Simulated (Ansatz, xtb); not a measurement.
# C4H10S (SMILES CSC(C)C): methods side by side

C4H10S has 15 atoms, charge 0, and is taken as a singlet. As SMILES, `CSC(C)C`. The shape is that of a PBE0-D4/def2-TZVP optimisation. This is one conformer, not always the lowest.

| atom | x (Å) | y (Å) | z (Å) |
| --- | --- | --- | --- |
| C | -1.8692 | -0.7911 | 0.4092 |
| S | -0.4283 | -0.7315 | 1.4812 |
| C | 0.8073 | 0.1001 | 0.4363 |
| C | 1.1773 | -0.7109 | -0.7932 |
| C | 0.4175 | 1.5260 | 0.0883 |
| H | -2.2222 | 0.2054 | 0.1407 |
| H | -1.6859 | -1.3768 | -0.4925 |
| H | -2.6508 | -1.2869 | 0.9860 |
| H | 1.6707 | 0.1279 | 1.1100 |
| H | 2.0030 | -0.2325 | -1.3285 |
| H | 0.3371 | -0.7794 | -1.4888 |
| H | 1.4796 | -1.7234 | -0.5225 |
| H | 0.1783 | 2.1002 | 0.9843 |
| H | 1.2372 | 2.0255 | -0.4368 |
| H | -0.4517 | 1.5475 | -0.5738 |

Quantity: the atomisation enthalpy at 298 K, in kJ/mol. The values are calculated. The thermal term (zero-point and 298 K enthalpy, harmonic and unscaled) is that of GFN1-xTB; the spin-orbit lowering of the free atoms at 298 K, 1.9 kJ/mol by their spectra, is taken off.

**The experiment to reproduce.** CRC Handbook of Chemistry and Physics gives the atomisation enthalpy at 298 K of the gas as 5415 kJ/mol.

| level | kind | program | value (kJ/mol) | computed − measured | CPU time (all runs) |
| --- | --- | --- | --- | --- | --- |
| SVWN5/6-31G* (spherical functions) | LDA | Ansatz | 6195 | +780 | 6.9 s |
| revPBE/6-31G* (spherical functions) | GGA | Ansatz | 5317 | -98 | 10 s |
| B3LYP/6-31G* (spherical functions) | global hybrid | Ansatz | 5374 | -41 | 11 s |
| BHLYP/6-31G* (spherical functions) | global hybrid | Ansatz | 5256 | -159 | 13 s |
| wB97X/6-31G* (spherical functions) | range-separated hybrid | Ansatz | 5420 | +5 | 43 s |
| PBE-QIDH/6-31G* (spherical functions) | double hybrid | Ansatz | 5262 | -153 | 15 s |
| RPA@PBE/6-31G* (spherical functions) | RPA | Ansatz | 4814 | -601 | 18 s |
| CCSD(T)/6-31G* (spherical functions) | coupled cluster or CI | Ansatz | 4917 | -498 | 33 s |

Nearest: wB97X/6-31G* (spherical functions) (+5 kJ/mol); farthest: SVWN5/6-31G* (spherical functions) (+780 kJ/mol). Computed less measured by kind, in kJ/mol (6-31G* rows): LDA +780; GGA -98; global hybrid -159 to -41; range-separated hybrid +5; double hybrid -153; RPA -601; coupled cluster or CI -498. In a finite basis correlated wave-function methods underbind, so their errors here aren't those of the basis-set limit. CPU times are rough (shared hosts, several kinds of processor): they show what a rung costs within a factor of a few.
